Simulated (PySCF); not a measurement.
**AlP: energy against distance**

Set-up: PySCF, no relativity, basis sets Al def2-TZVP, P def2-TZVP. Energies in eV from Al + P in their ground configurations at the same level. State: ³Π (triplet), unpaired electrons σ ↑, π ↑.

All columns are PBE0. A positive dipole means Al(−)P(+).

```json
{"R (Å)": "1.905", "E (eV)": "-1.428", "μ (D)": "-2.05", "Mulliken charge on Al (basis-dependent)": "0.13", "HOMO (eV)": "-6.38", "LUMO (eV)": "-4.03", "Mayer bond order": "2.23", "⟨S²⟩": "2.01"}
{"R (Å)": "1.994", "E (eV)": "-1.934", "μ (D)": "-2.18", "Mulliken charge on Al (basis-dependent)": "0.16", "HOMO (eV)": "-6.20", "LUMO (eV)": "-3.87", "Mayer bond order": "2.15", "⟨S²⟩": "2.01"}
{"R (Å)": "2.082", "E (eV)": "-2.205", "μ (D)": "-2.30", "Mulliken charge on Al (basis-dependent)": "0.19", "HOMO (eV)": "-6.03", "LUMO (eV)": "-3.74", "Mayer bond order": "2.07", "⟨S²⟩": "2.01"}
{"R (Å)": "2.148", "E (eV)": "-2.297", "μ (D)": "-2.38", "Mulliken charge on Al (basis-dependent)": "0.21", "HOMO (eV)": "-5.92", "LUMO (eV)": "-3.64", "Mayer bond order": "1.99", "⟨S²⟩": "2.01"}
{"R (Å)": "2.215", "E (eV)": "-2.320", "μ (D)": "-2.47", "Mulliken charge on Al (basis-dependent)": "0.23", "HOMO (eV)": "-5.81", "LUMO (eV)": "-3.62", "Mayer bond order": "1.91", "⟨S²⟩": "2.01"}
{"R (Å)": "2.281", "E (eV)": "-2.292", "μ (D)": "-2.57", "Mulliken charge on Al (basis-dependent)": "0.24", "HOMO (eV)": "-5.70", "LUMO (eV)": "-3.64", "Mayer bond order": "1.83", "⟨S²⟩": "2.02"}
{"R (Å)": "2.370", "E (eV)": "-2.197", "μ (D)": "-2.72", "Mulliken charge on Al (basis-dependent)": "0.26", "HOMO (eV)": "-5.57", "LUMO (eV)": "-3.65", "Mayer bond order": "1.72", "⟨S²⟩": "2.02"}
{"R (Å)": "2.481", "E (eV)": "-2.021", "μ (D)": "-2.93", "Mulliken charge on Al (basis-dependent)": "0.28", "HOMO (eV)": "-5.40", "LUMO (eV)": "-3.64", "Mayer bond order": "1.58", "⟨S²⟩": "2.03"}
{"R (Å)": "2.614", "E (eV)": "-1.766", "μ (D)": "-3.23", "Mulliken charge on Al (basis-dependent)": "0.30", "HOMO (eV)": "-5.21", "LUMO (eV)": "-3.59", "Mayer bond order": "1.44", "⟨S²⟩": "2.04"}
{"R (Å)": "2.791", "E (eV)": "-1.405", "μ (D)": "-3.65", "Mulliken charge on Al (basis-dependent)": "0.31", "HOMO (eV)": "-4.96", "LUMO (eV)": "-3.50", "Mayer bond order": "1.28", "⟨S²⟩": "2.07"}
```

A fit through these points gives, at Re = 2.208 Å, μ = -2.47 D and dμ/dR = -1.39 D/Å; the reduced mass is 14.42 u.

**Question.** How strong is the fundamental in the double-harmonic approximation, I = 42.26·(dμ/dR)²/μred km/mol?

**Answer.** I = 42.26·(-1.39)²/14.42 = 5.66 km/mol at PBE0.

The state is the lowest determinant that a PBE0 search found; another state may lie lower at other levels.
